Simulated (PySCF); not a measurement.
formaldehyde (CH2O), SMILES C=O.

Geometry: PBE0-D3(BJ)/def2-TZVPD.

All values below come from TDA-PBE0/def2-TZVPD (PySCF).

Vertical excitations. Isolated molecule, no solvent. State labels are in the subgroup C2v.

```csv
state,symmetry,energy (eV),λ (nm),f,main pairs
S1,A2,4.04,307,0.000,HOMO→LUMO 99 %
S2,B2,7.02,177,0.034,HOMO→LUMO+1 99 %
S3,A1,8.26,150,0.081,HOMO→LUMO+2 99 %
S4,B2,8.27,150,0.054,HOMO→LUMO+3 97 %
S5,A2,8.80,141,0.000,HOMO→LUMO+4 99 %
S6,B1,9.28,134,0.000,HOMO−2→LUMO 99 %
S7,B2,9.49,131,0.022,HOMO→LUMO+5 96 %
S8,A1,9.76,127,0.037,"HOMO→LUMO+7 49 %, HOMO−1→LUMO 46 %"
S9,B2,10.02,124,0.028,HOMO→LUMO+6 99 %
S10,A2,10.28,121,0.000,HOMO−3→LUMO 99 %
T1,A2,3.31,375,0,HOMO→LUMO 99 %
T2,A1,5.92,210,0,HOMO−1→LUMO 97 %
T3,B2,6.76,183,0,HOMO→LUMO+1 97 %
T4,B2,7.97,156,0,HOMO→LUMO+3 96 %
```
Triplets are in the Tamm–Dancoff approximation.
